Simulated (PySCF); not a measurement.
Bond stretch in SMILES NC (CH5N). The C1–H7 bond (C1 also carries H, H, N; H7 carries nothing else) is stretched with both fragments frozen at the PBE0/def2-TZVP optimised geometry.

Methods: RHF/def2-TZVP (PySCF); RKS-TPSSh = restricted TPSSh/def2-TZVP in PySCF; UKS-PBE = unrestricted PBE/def2-TZVP in PySCF.

Magnitude of the dipole moment (D; its direction can reverse along the curve, and a method can change to another solution) and Mulliken charge of the fragment that holds C1:

```json
[
 {"R / Å": "0.87", "μ RHF": "1.38", "q RHF": "-0.11", "μ RKS-TPSSh": "1.30", "q RKS-TPSSh": "-0.14", "μ UKS-PBE": "1.28", "q UKS-PBE": "-0.14"},
 {"R / Å": "0.94", "μ RHF": "1.38", "q RHF": "-0.10", "μ RKS-TPSSh": "1.30", "q RKS-TPSSh": "-0.14", "μ UKS-PBE": "1.28", "q UKS-PBE": "-0.13"},
 {"R / Å": "0.97", "μ RHF": "1.39", "q RHF": "-0.10", "μ RKS-TPSSh": "1.31", "q RKS-TPSSh": "-0.13", "μ UKS-PBE": "1.29", "q UKS-PBE": "-0.13"},
 {"R / Å": "1.02", "μ RHF": "1.40", "q RHF": "-0.10", "μ RKS-TPSSh": "1.32", "q RKS-TPSSh": "-0.13", "μ UKS-PBE": "1.29", "q UKS-PBE": "-0.13"},
 {"R / Å": "1.06", "μ RHF": "1.41", "q RHF": "-0.10", "μ RKS-TPSSh": "1.33", "q RKS-TPSSh": "-0.12", "μ UKS-PBE": "1.30", "q UKS-PBE": "-0.12"},
 {"R / Å": "1.09", "μ RHF": "1.42", "q RHF": "-0.10", "μ RKS-TPSSh": "1.33", "q RKS-TPSSh": "-0.12", "μ UKS-PBE": "1.31", "q UKS-PBE": "-0.12"},
 {"R / Å": "1.13", "μ RHF": "1.43", "q RHF": "-0.10", "μ RKS-TPSSh": "1.35", "q RKS-TPSSh": "-0.11", "μ UKS-PBE": "1.32", "q UKS-PBE": "-0.12"},
 {"R / Å": "1.15", "μ RHF": "1.44", "q RHF": "-0.10", "μ RKS-TPSSh": "1.35", "q RKS-TPSSh": "-0.11", "μ UKS-PBE": "1.33", "q UKS-PBE": "-0.11"},
 {"R / Å": "1.21", "μ RHF": "1.47", "q RHF": "-0.10", "μ RKS-TPSSh": "1.38", "q RKS-TPSSh": "-0.10", "μ UKS-PBE": "1.35", "q UKS-PBE": "-0.11"},
 {"R / Å": "1.25", "μ RHF": "1.49", "q RHF": "-0.10", "μ RKS-TPSSh": "1.40", "q RKS-TPSSh": "-0.10", "μ UKS-PBE": "1.37", "q UKS-PBE": "-0.10"},
 {"R / Å": "1.35", "μ RHF": "1.57", "q RHF": "-0.08", "μ RKS-TPSSh": "1.46", "q RKS-TPSSh": "-0.08", "μ UKS-PBE": "1.43", "q UKS-PBE": "-0.09"},
 {"R / Å": "1.47", "μ RHF": "1.70", "q RHF": "-0.06", "μ RKS-TPSSh": "1.57", "q RKS-TPSSh": "-0.06", "μ UKS-PBE": "1.53", "q UKS-PBE": "-0.07"},
 {"R / Å": "1.62", "μ RHF": "1.93", "q RHF": "-0.03", "μ RKS-TPSSh": "1.75", "q RKS-TPSSh": "-0.03", "μ UKS-PBE": "1.70", "q UKS-PBE": "-0.04"},
 {"R / Å": "1.82", "μ RHF": "2.32", "q RHF": "0.02", "μ RKS-TPSSh": "2.05", "q RKS-TPSSh": "0.00", "μ UKS-PBE": "1.99", "q UKS-PBE": "0.00"},
 {"R / Å": "1.98", "μ RHF": "2.70", "q RHF": "0.06", "μ RKS-TPSSh": "2.33", "q RKS-TPSSh": "0.03", "μ UKS-PBE": "2.25", "q UKS-PBE": "0.03"},
 {"R / Å": "2.20", "μ RHF": "3.28", "q RHF": "0.11", "μ RKS-TPSSh": "2.73", "q RKS-TPSSh": "0.07", "μ UKS-PBE": "2.62", "q UKS-PBE": "0.06"},
 {"R / Å": "2.39", "μ RHF": "3.81", "q RHF": "0.15", "μ RKS-TPSSh": "3.07", "q RKS-TPSSh": "0.09", "μ UKS-PBE": "2.50", "q UKS-PBE": "0.05"},
 {"R / Å": "2.70", "μ RHF": "4.67", "q RHF": "0.20", "μ RKS-TPSSh": "3.59", "q RKS-TPSSh": "0.13", "μ UKS-PBE": "2.22", "q UKS-PBE": "0.03"},
 {"R / Å": "2.95", "μ RHF": "5.34", "q RHF": "0.24", "μ RKS-TPSSh": "3.95", "q RKS-TPSSh": "0.14", "μ UKS-PBE": "2.02", "q UKS-PBE": "0.01"},
 {"R / Å": "3.28", "μ RHF": "6.16", "q RHF": "0.27", "μ RKS-TPSSh": "4.36", "q RKS-TPSSh": "0.16", "μ UKS-PBE": "1.88", "q UKS-PBE": "0.00"}
]
```

The restricted form behind RHF, RKS-TPSSh keeps the bonding electrons paired and can't separate into open-shell fragments. At the longest distance RKS-TPSSh leaves fractional charges on the fragments, a sign of delocalisation error or of the restricted form. The unrestricted determinant behind UKS-PBE is spin-contaminated at 2.39 to 3.28 Å (<S²> up to 1.0, against 0.00 for a pure singlet).
